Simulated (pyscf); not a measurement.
5 gas-phase steps of one pattern: 1,1-elimination on the singlet surface, Ge–Ge + Ge–H or H–Si + Si–Si broken and Ge–H or H–Si formed. PySCF, gas phase, ωB97X-D3(BJ)/def2-SVP geometries. MP2 and CC: frozen core, UHF for open shells. ΔMP2 is the change of the MP2 total energy from the triple- to the quadruple-zeta basis. Electronic energies in kcal/mol, from the reactant's lowest minimum found; ΔE‡ and ΔE at CCSD(T)/def2-TZVPP + ΔMP2(QZVPP). Rows were drawn at random from the steps of this pattern with a verified saddle, stable references and no exit in the data more than 5 kcal/mol lower.

```csv
row,step,ΔE,ΔE‡
1,F–SiH(F)–SiH₃ -> SiH₄ + F–Si:–F [singlet],+30.1,57.9
2,H₃Si–SiH(Cl)–Cl -> SiH₄ + Cl–Si:–Cl [singlet],+33.9,52.2
3,Cl–GeH₂–GeH₃ → GeH₄ + Cl–GeH: [singlet],+35.0,44.6
4,H₃Si–SiH₂–Cl → SiH₄ + :HSi–Cl [singlet],+45.5,47.1
5,F–SiH₂–SiH₃ → SiH₄ + F–SiH: [singlet],+45.5,?
```

Problem. From a straight line through the complete rows, estimate the missing barrier and say how far the line can be trusted.

Solution. Over the 4 complete rows the means are +36.1 (ΔE) and 50.4 (ΔE‡); least squares gives b = -0.56 and a = 70.7 kcal/mol, with residuals of 4.0 kcal/mol (root mean square; largest 6.5, row 3). For row 5: 70.7 + -0.56 × (+45.5) = 45.2 kcal/mol. The computed barrier is 49.0 kcal/mol, 3.8 over the line. The scatter is large against the spread of the barriers, so the line says little here. Each barrier is that of the saddle found. The CCSD(T) − MP2 part came from Ansatz, without density fitting, on the same reference. The frozen core leaves the outer d or s,p core shells of the metals and heavy elements correlated in the MP2 and CC values, and def2-TZVPP describes them poorly, which can shift differences by a few kcal/mol. Elements up to Kr have no core potential and no relativistic terms here.
